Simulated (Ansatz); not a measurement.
Two structures of CH7FSi, closed shell, reached by relaxing down either side of one saddle point (PBE0-D4/def2-TZVP). Energies are electronic, without zero-point energy. Computed with Ansatz 0.2.0 (basis: def2-TZVPP and def2-QZVPP); correlated methods freeze the cores. Extrapolation: Hartree–Fock as exp(−7.88 √X), correlation as X^−2.97. First:

```
10
angstrom
Si -0.3675 -0.9259 -0.2928
H 1.0824 -1.1876 -0.0050
H -0.6544 -1.5943 -1.5880
H -1.1448 -1.5887 0.7849
C -0.6894 0.9090 -0.3612
H 1.8752 -0.0754 1.0112
F 2.1658 0.5986 1.5792
H -0.4207 1.3829 0.5850
H -1.7454 1.1051 -0.5593
H -0.1012 1.3762 -1.1539
```

Second:

```xyz
10
angstrom
Si -0.6903 -0.6075 0.6068
H 2.8246 -0.5908 -1.1135
H -0.7090 -1.7622 -0.3262
H -1.8267 -0.7117 1.5569
C -0.7085 1.0061 -0.3039
H 2.6043 -0.6412 -0.4016
F 0.6594 -0.7150 1.4702
H -0.6735 1.8490 0.3900
H -1.6241 1.0916 -0.8960
H 0.1438 1.0817 -0.9828
```

(1) Which bonds change from the first to the second?

(2) Give the saddle point's structure and its height above each. (Judge from chemistry; the value comes from the calculation.)

The T1 diagnostic stays at or below 0.013.

## Answers

(1) CH₆Si ([CH3][SiH3]) + HF → CH₅FSi ([CH3][SiH2][F]) + H₂; bonds formed: Si1–F7, H2–H6; bonds broken: Si1–H2, H6–F7.

(2) The calculation gives: 145.4 kJ/mol above the first and 255.2 kJ/mol above the second (CCSD(T) at an estimated basis limit (MP2 extrapolated from triple and quadruple zeta, plus CCSD(T) − MP2 in triple zeta)).
```json
{"atom": "Si1", "x (Å)": "-0.1024", "y (Å)": "-0.6671", "z (Å)": "0.0911"}
{"atom": "H2", "x (Å)": "1.4859", "y (Å)": "-1.0820", "z (Å)": "-0.3706"}
{"atom": "H3", "x (Å)": "-0.4521", "y (Å)": "-1.5115", "z (Å)": "-1.0991"}
{"atom": "H4", "x (Å)": "-0.7113", "y (Å)": "-1.4019", "z (Å)": "1.2207"}
{"atom": "C5", "x (Å)": "-0.6865", "y (Å)": "1.0425", "z (Å)": "-0.3365"}
{"atom": "H6", "x (Å)": "1.6589", "y (Å)": "-0.5880", "z (Å)": "0.4370"}
{"atom": "F7", "x (Å)": "1.2153", "y (Å)": "0.0390", "z (Å)": "1.3750"}
{"atom": "H8", "x (Å)": "-0.7035", "y (Å)": "1.6892", "z (Å)": "0.5402"}
{"atom": "H9", "x (Å)": "-1.6841", "y (Å)": "0.9892", "z (Å)": "-0.7794"}
{"atom": "H10", "x (Å)": "-0.0203", "y (Å)": "1.4907", "z (Å)": "-1.0784"}
```

Labels in which every atom is bracketed show which atoms are joined, not bond orders.

For scale, one of the runs: CCSD(T)/def2-TZVPP, 202 basis functions, launched by `ansatz run in.yaml --threads 2 --pin off --events-out ev --progress --plain --max-ram 4352MiB`. Time: 62 s of wall clock on 2 CPU threads of an Arm Neoverse V2; the host was shared. Peak host memory: 2.5 GiB.
